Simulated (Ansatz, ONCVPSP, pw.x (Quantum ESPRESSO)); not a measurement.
**Equation-of-state test of one ONCV potential (Ba)**

ONCVPSP 4.0.1.1 (patched build) input, shortened (lines: element, Z, core and valence counts, functional; n l f; lmax; l rc ep ncon nbas qcut; lloc lpopt rc5 dvloc0; l nproj debl; icmod fcfact rcfact), PBE, scalar-relativistic:

```
  Ba 56.00    9    3        4      upf
    1    0    2.00
    2    0    2.00
    2    1    6.00
    3    0    2.00
    3    1    6.00
    3    2   10.00
    4    0    2.00
    4    1    6.00
    4    2   10.00
    5    0    2.00
    5    1    6.00
    6    0    2.00
    2
    0    2.15    0.00    4    8    4.70
    1    3.15    0.00    3    7    4.30
    2    3.35    0.39    4    7    2.90
    4    5    1.90    0.00
    0    2    3.30
    1    2    3.60
    2    1    1.90
    3    3.50    1.10
```

In the d channel the program set the typed energies aside and used -0.074 Ha.

Crystal test: bcc Ba in pw.x 7.5, no spin, 9³ k-points, Fermi–Dirac smearing 0.01 Ry, cutoffs 50/200 Ry. The reference is all-electron LAPW (Ansatz 0.2.0) with the same functional, mesh and smearing; V0 and B0 come from Birch–Murnaghan fits to the pressures at five volumes. Errors are pseudo minus all-electron; Δ is the rms difference of the E(V) curves that follow from these fits, minima aligned, over ±6 % about the mean V0. Mesh and smearing are coarse, so the numbers serve the comparison and aren't converged zero-temperature values; the lattice is a test structure that the element need not adopt.

All-electron: a0 = 5.031 Å (V0 = 63.67 Å³/atom), B0 = 8.4 GPa.

**Question.** How far does the potential miss the all-electron equation of state?

**Answer.** mean pressure error (GPa): -0.00; a0 (Å): 5.030; a0 error (%): -0.01; B0 error (%): +1.7; Δ (meV/atom): 0.1.

```tsv
V (Å³/atom)	P all-electron (GPa)	P pseudo (GPa)
60.428	0.47	0.48
62.018	0.23	0.23
63.608	0.01	0.01
65.198	-0.19	-0.20
66.788	-0.38	-0.39
```

**Question.** At the middle volume, how do free energy and pressure move when the wave cutoff is lowered (ecutrho kept at four times it)?

**Answer.**

| cutoff (Ry) | shift of F (meV/atom) | shift of P (GPa) |
| --- | --- | --- |
| 22 | +6.9 | -0.11 |
| 30 | +2.1 | -0.01 |
| 40 | +1.0 | +0.00 |

The run at the middle volume (35 k-points, 6 iterations) took about 23 s on one core of a shared host (Neoverse-N1, 64 threads, 124 GiB, load 54).
